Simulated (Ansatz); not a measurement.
Species: C₃H₃, charge 0, doublet. C3H3 (SMILES C#C[CH2], doublet).
B3LYP-D3(BJ)/def2-TZVP minimum from Ansatz (an electronic-structure program):
```xyz
6

C     -0.0011     0.0113     0.1144
C     -0.0126     0.1308     1.3291
C      0.0118    -0.1223    -1.2430
H     -0.0226     0.2347     2.3859
H      0.9454    -0.1572    -1.7878
H     -0.9114    -0.1960    -1.8016
```
Charge 0, spin multiplicity 2.

Total energies in cc-pVDZ, 15 correlated electrons, 3 frozen orbitals. Radicals and triplets start from unrestricted determinants; spin-orbit coupling is neglected. Correlated methods leave the cores frozen. No relativity. The UHF reference of C3H3 (C#C[CH2], doublet) is spin-contaminated (<S^2> up to 0.21 over the pure value in the sets run).

```csv
method,program,energy (Eh),minus CCSDT(Q) (mEh)
HF,Ansatz,-115.26079,405.12
MP2,Ansatz,-115.60649,59.43
CCSD,Ansatz,-115.64847,17.45
CCSD(T),Ansatz,-115.66330,2.62
CCSDT(Q),Ansatz,-115.66591,0.00
```

Rough core times of Ansatz's runs on a shared machine: CCSD(T) under 20 s, CCSDT(Q) 4 min.
